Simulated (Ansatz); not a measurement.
```yaml
crystal:
  periodic: [false, false, false]
  atoms:
    - {symbol: Si, position_ang: [0.000000, 0.000000, 0.000000]}
    - {symbol: O, position_ang: [0.000000, 0.000000, 1.646100]}
basis:
  gaussian: {orbitals: def2-TZVP}
magnetization: {spin_polarized: true, initial_magnetization: 2}
hamiltonian: {xc: pbe0}
relax: {f_tol: 0.004, max_steps: 80}
```

```sh
$ ansatz run in.yaml --threads 1 --pin off --events-out ev --progress --plain --max-ram 2176MiB
```

Steps of the relaxation (energy above the last step; positions in Å, forces in eV/Å):

```
2
step 1, 80.2 meV
Si    0.000    0.000    0.000    0.000    0.000   -2.219
O     0.000    0.000    1.646    0.000    0.000    2.219
```

```
2
step 2, 28.6 meV
Si    0.000    0.000   -0.015    0.000    0.000   -1.255
O     0.000    0.000    1.661    0.000    0.000    1.255
```

```
2
step 3, 0.5 meV
Si    0.000    0.000   -0.036    0.000    0.000   -0.150
O     0.000    0.000    1.682    0.000    0.000    0.150
```

```
2
step 5, 0.0 meV
Si    0.000    0.000   -0.039    0.000    0.000    0.000
O     0.000    0.000    1.685    0.000    0.000    0.000
```

Close pairs at the end: Si1–O2 1.723 Å.

A stationary point of unrestricted PBE0 after 5 steps, with ⟨S²⟩ = 2.013 against 2.00 for a pure state. 20 s on 1 thread of Intel Xeon Platinum 8375C, shared host.
